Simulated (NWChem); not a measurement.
Everything below was run with NWChem. System: C$_{2}$H$_{3}$N, charge 0, spin multiplicity 1, displaced from the optimised geometry.

The NWChem input:

```
start mol
memory heap 200 mb stack 900 mb global 1100 mb
geometry units angstroms nocenter noautoz noautosym
  C      0.009633    -1.174896     0.000000
  C     -0.002296     0.278262     0.000000
  N     -0.025951     3.170391     0.000000
  H     -0.502914    -1.559572     0.893205
  H     -0.502914    -1.559572    -0.893205
  H      1.044111    -1.546842     0.000000
end
basis spherical
  * library cc-pvdz
end
dft
  xc xpbe96 cpbe96
  semidirect memsize 60000000 filesize 0
  iterations 100
end
task dft energy
```

The output up to the point where the run's verdict is printed (cleaned and shortened):

```
             Northwest Computational Chemistry Package (NWChem) 7.3.0
             --------------------------------------------------------

                                NWChem Input Module
                                -------------------

 Scaling coordinates for geometry "geometry" by  1.889725989
 (inverse scale =  0.529177249)

                             Geometry "geometry" -> ""
                             -------------------------

 Output coordinates in angstroms (scale by  1.889725989 to convert to a.u.)

  No.       Tag          Charge          X              Y              Z
 ---- ---------------- ---------- -------------- -------------- --------------
    1 C                    6.0000     0.00963300    -1.17489600     0.00000000
    2 C                    6.0000    -0.00229600     0.27826200     0.00000000
    3 N                    7.0000    -0.02595100     3.17039100     0.00000000
    4 H                    1.0000    -0.50291400    -1.55957200     0.89320500
    5 H                    1.0000    -0.50291400    -1.55957200    -0.89320500
    6 H                    1.0000     1.04411100    -1.54684200     0.00000000

 Effective nuclear repulsion energy (a.u.)      42.2867150018

            Nuclear Dipole moment (a.u.)
            ----------------------------
        X                 Y               Z
 ---------------- ---------------- ----------------
    -0.1877480564    22.9544014278     0.0000000000


 Summary of "ao basis" -> "" (spherical)
 ------------------------------------------------------------------------------
       Tag                 Description            Shells   Functions and Types
 ---------------- ------------------------------  ------  ---------------------
 *                          cc-pvdz                   on all atoms

  pbe96 is a nonlocal functional; adding pw91lda local functional.

                                 NWChem DFT Module
                                 -----------------

 Summary of "ao basis" -> "ao basis" (spherical)
 ------------------------------------------------------------------------------
       Tag                 Description            Shells   Functions and Types
[...]
 d= 0,ls=0.5,diis    52   -132.1093182654 -1.24D-03  1.49D-04  2.91D-02    16.8
 d= 0,ls=0.5,diis    53   -132.1099817914 -6.64D-04  1.40D-04  2.44D-02    17.1
 d= 0,ls=0.5,diis    54   -132.1105811590 -5.99D-04  1.60D-04  2.00D-02    17.4
 d= 0,ls=0.5,diis    55   -132.1112498631 -6.69D-04  8.90D-05  1.52D-02    17.7
 d= 0,ls=0.5,diis    56   -132.1114732019 -2.23D-04  1.04D-04  1.37D-02    18.0
 d= 0,ls=0.5,diis    57   -132.1118080035 -3.35D-04  9.55D-05  1.14D-02    18.3
 d= 0,ls=0.5,diis    58   -132.1120904924 -2.82D-04  7.01D-05  9.34D-03    18.8
 d= 0,ls=0.5,diis    59   -132.1122508114 -1.60D-04  6.09D-05  8.24D-03    19.1
 d= 0,ls=0.5,diis    60   -132.1123833994 -1.33D-04  5.58D-05  7.31D-03    19.4
 d= 0,ls=0.5,diis    61   -132.1125025503 -1.19D-04  4.51D-05  6.48D-03    19.7
 d= 0,ls=0.5,diis    62   -132.1125850903 -8.25D-05  4.91D-05  5.91D-03    20.0
 d= 0,ls=0.5,diis    63   -132.1126878356 -1.03D-04  5.16D-05  5.18D-03    20.3
 d= 0,ls=0.5,diis    64   -132.1127938993 -1.06D-04  4.12D-05  4.42D-03    20.6
 d= 0,ls=0.5,diis    65   -132.1128659176 -7.20D-05  3.56D-05  3.93D-03    20.9
 d= 0,ls=0.5,diis    66   -132.1129220672 -5.61D-05  3.20D-05  3.54D-03    21.2
 d= 0,ls=0.5,diis    67   -132.1129702955 -4.82D-05  2.94D-05  3.20D-03    21.5
 d= 0,ls=0.5,diis    68   -132.1130132430 -4.29D-05  2.61D-05  2.91D-03    21.8
 d= 0,ls=0.5,diis    69   -132.1130486572 -3.54D-05  2.65D-05  2.66D-03    22.1
 d= 0,ls=0.5,diis    70   -132.1130859722 -3.73D-05  2.58D-05  2.40D-03    22.4
 d= 0,ls=0.5,diis    71   -132.1131214093 -3.54D-05  2.05D-05  2.15D-03    22.7
 d= 0,ls=0.5,diis    72   -132.1131447702 -2.34D-05  2.01D-05  1.99D-03    22.9
 d= 0,ls=0.5,diis    73   -132.1131687273 -2.40D-05  1.83D-05  1.82D-03    23.2
 d= 0,ls=0.5,diis    74   -132.1131892922 -2.06D-05  1.84D-05  1.68D-03    23.5
 d= 0,ls=0.5,diis    75   -132.1132104752 -2.12D-05  1.72D-05  1.53D-03    23.8
 d= 0,ls=0.5,diis    76   -132.1132294278 -1.90D-05  1.54D-05  1.40D-03    24.1
 d= 0,ls=0.5,diis    77   -132.1132452809 -1.59D-05  1.42D-05  1.29D-03    24.3
 d= 0,ls=0.5,diis    78   -132.1132590547 -1.38D-05  1.30D-05  1.19D-03    24.6
 d= 0,ls=0.5,diis    79   -132.1132711401 -1.21D-05  1.22D-05  1.11D-03    24.8
 d= 0,ls=0.5,diis    80   -132.1132821723 -1.10D-05  1.14D-05  1.03D-03    25.0
 d= 0,ls=0.5,diis    81   -132.1132923221 -1.01D-05  9.90D-06  9.58D-04    25.2
 d= 0,ls=0.5,diis    82   -132.1133004848 -8.16D-06  1.01D-05  9.01D-04    25.5
 d= 0,ls=0.5,diis    83   -132.1133090994 -8.61D-06  9.77D-06  8.40D-04    25.7
 d= 0,ls=0.5,diis    84   -132.1133173060 -8.21D-06  9.55D-06  7.82D-04    25.8
 d= 0,ls=0.5,diis    85   -132.1133250847 -7.78D-06  8.64D-06  7.28D-04    26.1
 d= 0,ls=0.5,diis    86   -132.1133317733 -6.69D-06  8.11D-06  6.81D-04    26.3
 d= 0,ls=0.5,diis    87   -132.1133378759 -6.10D-06  8.16D-06  6.38D-04    26.5
 d= 0,ls=0.5,diis    88   -132.1133439130 -6.04D-06  7.93D-06  5.96D-04    26.8
 d= 0,ls=0.5,diis    89   -132.1133496209 -5.71D-06  7.44D-06  5.56D-04    27.0
 d= 0,ls=0.5,diis    90   -132.1133547516 -5.13D-06  7.00D-06  5.19D-04    27.2
 d= 0,ls=0.5,diis    91   -132.1133594886 -4.74D-06  5.82D-06  4.86D-04    27.5
 d= 0,ls=0.5,diis    92   -132.1133630771 -3.59D-06  5.59D-06  4.61D-04    27.7
 d= 0,ls=0.5,diis    93   -132.1133664794 -3.40D-06  5.17D-06  4.37D-04    27.9
 d= 0,ls=0.5,diis    94   -132.1133695522 -3.07D-06  5.00D-06  4.16D-04    28.2
 d= 0,ls=0.5,diis    95   -132.1133724668 -2.91D-06  4.90D-06  3.95D-04    28.4
 d= 0,ls=0.5,diis    96   -132.1133753215 -2.85D-06  4.60D-06  3.75D-04    28.6
 d= 0,ls=0.5,diis    97   -132.1133779461 -2.62D-06  4.24D-06  3.57D-04    28.9
 d= 0,ls=0.5,diis    98   -132.1133802839 -2.34D-06  4.05D-06  3.40D-04    29.1
 d= 0,ls=0.5,diis    99   -132.1133825004 -2.22D-06  3.40D-06  3.25D-04    29.4
 d= 0,ls=0.5,diis   100   -132.1133842190 -1.72D-06  3.34D-06  3.13D-04    29.6
```

The run did not converge; its last values are not results. The next line reads: Calculation failed to converge. NWChem stopped with the message: dft energy failed.
